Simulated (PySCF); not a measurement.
An unknown gives this computed stick spectrum. Level of theory: TDDFT B3LYP/def2-SVPD, vertical, gas phase, core orbitals frozen in the response (PySCF). Geometries: PBE0-D3(BJ)/def2-SVP, one conformer each.

```tsv
state	E (eV)	λ (nm)	f
S1	5.60	221.3	0.0004
S2	5.71	217.3	0.0006
S3	6.26	198.1	0.188
S4	6.30	196.9	0.078
S5	6.75	183.8	0.0010
S6	7.02	176.5	0.0016
```

Orbital energies (eV): HOMO-3 -9.76, HOMO-2 -9.24, HOMO-1 -8.28, HOMO -6.21, LUMO 0.30, LUMO+1 0.39, LUMO+2 0.49.

**Question.** Which candidate is it? All have the formula C4H7ClO.
A. `Cl[C@@H]1CCOC1`
B. `CO/C(C)=C\Cl`
C. `ClCC1COC1`
D. `O=CCCCCl`

**Answer.** B. Its S1 lies at 5.60 eV; the nearest of the others has S1 at 6.43 eV. S1 is HOMO→LUMO+1 (52%), HOMO→LUMO+2 (41%). Löwdin shares by element: HOMO carbon 50% or more, chlorine 23%, oxygen 17%; LUMO carbon 58% or more, chlorine 10%, oxygen 10% (atoms not listed hold the other 22%). At the same level the other candidates give, for their lowest levels:
- `O=CCCCCl`: 4.35 eV (f 0.000); 6.24 eV (f 0.000); 6.35 eV (f 0.002); 6.86 eV (f 0.017); 6.96 eV (f 0.003); T1 3.76 eV; HOMO -7.48, LUMO -1.24 eV
- `Cl[C@@H]1CCOC1`: 6.71 eV (f 0.007); 6.99 eV (f 0.000); 7.02 eV (f 0.005); 7.14 eV (f 0.002); 7.55 eV (f 0.026); HOMO -7.59, LUMO 0.08 eV
- `ClCC1COC1`: 6.43 eV (f 0.015); 6.79 eV (f 0.003); 7.04 eV (f 0.003); 7.17 eV (f 0.003); 7.20 eV (f 0.003); HOMO -7.30, LUMO -0.03 eV

Shape of the structure used: `[CH3:1][O:2]/[C:3]([CH3:4])=[CH:5]\[Cl:6]`: C1–O2–C3–C4 -178°.
Triplets come from the Tamm–Dancoff approximation.
